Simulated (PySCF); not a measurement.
PySCF input (TPSS/def2-TZVPD):

```python
from pyscf import gto, scf, dft

mol = gto.M(
    atom='''
    O     0.05868076    0.71529811   -0.05163121
    O     0.04226471   -0.60960507   -0.00105923
    H    -0.80756382   -0.84554439    0.42152350
    ''',
    basis='def2-tzvpd',
    charge=0,
    spin=1,
    verbose=4,
)

mf = dft.UKS(mol, xc='tpss').density_fit(auxbasis='def2-universal-jkfit')
mf.grids.level = 3
mf.conv_tol = 1e-9
mf.max_cycle = 100
mf.max_memory = 1500
mf.kernel()
if not mf.converged:
    mf = mf.newton()
    mf.kernel(mf.make_rdm1())
for _ in range(2):
    mo, _, stable, _ = mf.stability(return_status=True)
    if stable:
        break
    mf.kernel(mf.make_rdm1(mo, mf.mo_occ))
mf.analyze()
```

Output:

```
PySCF version 2.14.0

[INPUT] verbose = 4
[INPUT] num. atoms = 3
[INPUT] num. electrons = 17
[INPUT] charge = 0
[INPUT] spin (= nelec alpha-beta = 2S) = 1
[INPUT] symmetry False subgroup None
[INPUT] Mole.unit = angstrom
[INPUT] Symbol           X                Y                Z      unit          X                Y                Z       unit  Magmom
[INPUT]  1 O      0.058680760000   0.715298110000  -0.051631210000 AA    0.110890565181   1.351717525319  -0.097568846380 Bohr   0.0
[INPUT]  2 O      0.042264710000  -0.609605070000  -0.001059230000 AA    0.079868726634  -1.151986626446  -0.002001654603 Bohr   0.0
[INPUT]  3 H     -0.807563820000  -0.845544390000   0.421523500000 AA   -1.526074447908  -1.597847323262   0.796563970068 Bohr   0.0

nuclear repulsion = 32.1626482301147
number of shells = 33
number of NR pGTOs = 121
number of NR cGTOs = 89
basis = def2-tzvpd
ecp = {}

******** <class 'pyscf.df.df_jk.DFUKS'> ********
method = DFUKS
initial guess = minao
damping factor = 0
level_shift factor = 0
DIIS = <class 'pyscf.scf.diis.CDIIS'>
diis_start_cycle = 1
diis_space = 8
diis_damp = 0
SCF conv_tol = 1e-09
SCF conv_tol_grad = None
SCF max_cycles = 100
direct_scf = False
number electrons alpha = 9  beta = 8
XC library pyscf.dft.libxc version 7.1.2
    S. Lehtola, C. Steigemann, M. J. T. Oliveira, and M. A. L. Marques,  SoftwareX 7, 1–5 (2018)
XC functionals = tpss
    J. Tao, J. P. Perdew, V. N. Staroverov, and G. E. Scuseria,  Phys. Rev. Lett. 91, 146401 (2003)
    J. P. Perdew, J. Tao, V. N. Staroverov, and G. E. Scuseria,  J. Chem. Phys. 120, 6898 (2004)
    J. Tao, J. P. Perdew, V. N. Staroverov, and G. E. Scuseria,  Phys. Rev. Lett. 91, 146401 (2003)
    J. P. Perdew, J. Tao, V. N. Staroverov, and G. E. Scuseria,  J. Chem. Phys. 120, 6898 (2004)
radial grids:
    Treutler-Ahlrichs [JCP 102, 346 (1995); DOI:10.1063/1.469408] (M4) radial grids

becke partition: Becke, JCP 88, 2547 (1988); DOI:10.1063/1.454033
pruning grids: <function nwchem_prune>
grids dens level: 3
symmetrized grids: False
atomic radii adjust function: <function treutler_atomic_radii_adjust>
small_rho_cutoff = 0
Set gradient conv threshold to 3.16228e-05
tot grids = 37976
init E= -151.146709332026
  alpha nocc = 9  HOMO = -0.279133795370916  LUMO = -0.0254691660827187
  beta  nocc = 8  HOMO = -0.317632060493882  LUMO = -0.279133795370917

WARN: HOMO -0.279133795370916 >= LUMO -0.279133795370917

cycle= 1 E= -150.95899330291  delta_E= 0.188  |g|= 0.304  |ddm|= 0.952
[...]
  beta  nocc = 8  HOMO = -0.238872194256381  LUMO = -0.165081497449407
  HOMO = -0.238872194256  LUMO = -0.165081497449  gap/eV = 2.00795
Extra cycle  E= -150.998070322913  delta_E= -1.75e-11  |g|= 3.88e-06  |ddm|= 6.83e-06
converged SCF energy = -150.998070322913  <S^2> = 0.75301585  2S+1 = 2.0030136
uhf_internal: lowest eigs of H = [0.3816846  0.4402103  0.44412156]
<class 'pyscf.df.df_jk.DFUKS'> wavefunction is stable in the internal stability analysis
**** SCF Summaries ****
Total Energy =                        -150.998070322913122
Nuclear Repulsion Energy =              32.162648230114726
One-electron Energy =                 -271.121867557607914
Two-electron Energy =                   87.961149004580093
Two-electron Coulomb Energy =          105.416296157404133
DFT Exchange-Correlation Energy =      -17.455147152824040
HOMO-LUMO gap [eV] =                     2.007947135499343
**** MO energy ****
                             alpha | beta                alpha | beta
MO #1   energy= -19.0153962954646  | -19.0065276532663  occ= 1 | 1
MO #2   energy= -18.9699332337379  | -18.9497748993114  occ= 1 | 1
MO #3   energy= -1.13065142136912  | -1.10849630912047  occ= 1 | 1
MO #4   energy= -0.816636659406051 | -0.782344421503808 occ= 1 | 1
MO #5   energy= -0.521049496963641 | -0.508783213718608 occ= 1 | 1
MO #6   energy= -0.446431891924654 | -0.426516388750346 occ= 1 | 1
MO #7   energy= -0.438608734360633 | -0.384552203104778 occ= 1 | 1
MO #8   energy= -0.258774867585147 | -0.238872194256381 occ= 1 | 1
MO #9   energy= -0.251018891691193 | -0.165081497449407 occ= 1 | 0
MO #10  energy= -0.0252814284765321 | -0.0216292918734737 occ= 0 | 0
MO #11  energy= 0.019579038042238  | 0.0286057783346972 occ= 0 | 0
MO #12  energy= 0.0641134949390576 | 0.0666616833675049 occ= 0 | 0
MO #13  energy= 0.0650565633933738 | 0.0695650628822358 occ= 0 | 0
MO #14  energy= 0.0849036382812169 | 0.0973012564873415 occ= 0 | 0
MO #15  energy= 0.104076648411331  | 0.105765271490096  occ= 0 | 0
MO #16  energy= 0.114558212802885  | 0.115583257869673  occ= 0 | 0
MO #17  energy= 0.117046272869566  | 0.125083773986901  occ= 0 | 0
MO #18  energy= 0.151477397638653  | 0.154376036057139  occ= 0 | 0
MO #19  energy= 0.181353381022916  | 0.183385785352644  occ= 0 | 0
MO #20  energy= 0.226343210813391  | 0.228627043209732  occ= 0 | 0
MO #21  energy= 0.250255277869074  | 0.252720447699333  occ= 0 | 0
MO #22  energy= 0.258602768977674  | 0.261492892578958  occ= 0 | 0
MO #23  energy= 0.373392979817044  | 0.377789437891364  occ= 0 | 0
MO #24  energy= 0.386109450016909  | 0.392840116967454  occ= 0 | 0
MO #25  energy= 0.392220672162453  | 0.393681758798179  occ= 0 | 0
MO #26  energy= 0.436880354331339  | 0.442075794868771  occ= 0 | 0
MO #27  energy= 0.445162301604359  | 0.452470258705589  occ= 0 | 0
MO #28  energy= 0.458994270192453  | 0.464892502983723  occ= 0 | 0
MO #29  energy= 0.467528691555602  | 0.475104232501161  occ= 0 | 0
MO #30  energy= 0.472976247829638  | 0.479804775199946  occ= 0 | 0
MO #31  energy= 0.488113596047643  | 0.499468334788667  occ= 0 | 0
MO #32  energy= 0.531644107975739  | 0.533472813555972  occ= 0 | 0
MO #33  energy= 0.567193177822959  | 0.587673897040332  occ= 0 | 0
MO #34  energy= 0.650340089680788  | 0.655195169652342  occ= 0 | 0
MO #35  energy= 0.668580351463454  | 0.671928468131176  occ= 0 | 0
MO #36  energy= 0.768854827098373  | 0.777243959430884  occ= 0 | 0
MO #37  energy= 0.837969816284045  | 0.843385718610545  occ= 0 | 0
MO #38  energy= 0.842166685964684  | 0.865536010526016  occ= 0 | 0
MO #39  energy= 0.868904861714146  | 0.872878335338353  occ= 0 | 0
MO #40  energy= 0.887927893804446  | 0.892689014231301  occ= 0 | 0
MO #41  energy= 1.16205666577163   | 1.17494937043096   occ= 0 | 0
MO #42  energy= 1.3827431612941    | 1.40328110695818   occ= 0 | 0
MO #43  energy= 1.43720604970683   | 1.44236015095081   occ= 0 | 0
MO #44  energy= 1.47284867267594   | 1.48878044204017   occ= 0 | 0
MO #45  energy= 1.56141248298798   | 1.58646764160659   occ= 0 | 0
MO #46  energy= 1.6390518268092    | 1.67106641947437   occ= 0 | 0
MO #47  energy= 1.71265413900744   | 1.74214139974098   occ= 0 | 0
MO #48  energy= 1.8257697330608    | 1.83093485265109   occ= 0 | 0
MO #49  energy= 1.84657878683079   | 1.8597913455071    occ= 0 | 0
MO #50  energy= 2.00462919758888   | 2.02950197420336   occ= 0 | 0
MO #51  energy= 2.06910099497153   | 2.09506761434243   occ= 0 | 0
MO #52  energy= 2.26998271571896   | 2.27932225605825   occ= 0 | 0
MO #53  energy= 2.33935196496468   | 2.35055973779667   occ= 0 | 0
MO #54  energy= 2.44217304685559   | 2.45037508873219   occ= 0 | 0
MO #55  energy= 2.51433963325879   | 2.5720800957721    occ= 0 | 0
MO #56  energy= 2.61872147391879   | 2.62984851639214   occ= 0 | 0
MO #57  energy= 2.76749883618039   | 2.78050818957399   occ= 0 | 0
MO #58  energy= 2.87679568299752   | 2.89554498589559   occ= 0 | 0
MO #59  energy= 2.89715661608169   | 2.95493470266948   occ= 0 | 0
MO #60  energy= 3.00564249631798   | 3.03530866044505   occ= 0 | 0
MO #61  energy= 3.14614317279375   | 3.16782202831416   occ= 0 | 0
MO #62  energy= 3.75451520664152   | 3.76984561565563   occ= 0 | 0
MO #63  energy= 4.18620646966021   | 4.21214266111844   occ= 0 | 0
MO #64  energy= 4.63532230220768   | 4.66390142316718   occ= 0 | 0
MO #65  energy= 4.6939882336966    | 4.7213039121478    occ= 0 | 0
MO #66  energy= 4.74069233490406   | 4.76189168911409   occ= 0 | 0
MO #67  energy= 4.80606685983763   | 4.84324073250632   occ= 0 | 0
MO #68  energy= 4.90852411952103   | 4.92830650895043   occ= 0 | 0
MO #69  energy= 5.06107077351166   | 5.11220765481991   occ= 0 | 0
MO #70  energy= 5.08956081215071   | 5.14094421797706   occ= 0 | 0
MO #71  energy= 5.29459080547411   | 5.32342888603374   occ= 0 | 0
MO #72  energy= 5.50022588774201   | 5.53111326098929   occ= 0 | 0
MO #73  energy= 5.5016919887272    | 5.53407574376007   occ= 0 | 0
MO #74  energy= 5.98024176999011   | 6.01463003627558   occ= 0 | 0
MO #75  energy= 6.03113475431839   | 6.07963245142123   occ= 0 | 0
MO #76  energy= 6.11438159790477   | 6.13466397465596   occ= 0 | 0
MO #77  energy= 6.23694138117455   | 6.30409422094925   occ= 0 | 0
MO #78  energy= 6.28550390361882   | 6.35570135028891   occ= 0 | 0
MO #79  energy= 6.34629621256407   | 6.4067605177724    occ= 0 | 0
MO #80  energy= 6.38989836714825   | 6.44156147695006   occ= 0 | 0
MO #81  energy= 6.41818645651854   | 6.44196401617326   occ= 0 | 0
MO #82  energy= 6.42438384518383   | 6.47133672922473   occ= 0 | 0
MO #83  energy= 6.76267228535164   | 6.79089331975813   occ= 0 | 0
MO #84  energy= 6.9775389883209    | 7.0237573383374    occ= 0 | 0
MO #85  energy= 7.16581798867114   | 7.19612713257875   occ= 0 | 0
MO #86  energy= 7.27060633079343   | 7.29489465290256   occ= 0 | 0
MO #87  energy= 8.38155601161231   | 8.40887018848913   occ= 0 | 0
MO #88  energy= 43.3391405056086   | 43.3593011898064   occ= 0 | 0
MO #89  energy= 43.9995308088536   | 44.0166642868703   occ= 0 | 0

To work with the spin densities directly, `use mulliken_meta_spin()` only printing them here.

 ** Mulliken spin pop alpha/beta on meta-lowdin orthogonal AOs **
 ** Mulliken Spin Density (per AO)  **
spin_pop of  0 O 1s       -0.00001
spin_pop of  0 O 2s        0.00707
spin_pop of  0 O 3s       -0.00022
spin_pop of  0 O 4s       -0.00003
spin_pop of  0 O 5s        0.00000
spin_pop of  0 O 6s       -0.00000
spin_pop of  0 O 2px       0.13603
spin_pop of  0 O 2py       0.00568
spin_pop of  0 O 2pz       0.56682
spin_pop of  0 O 3px       0.00000
[...]
```

It need not be the lowest isomer of its formula.
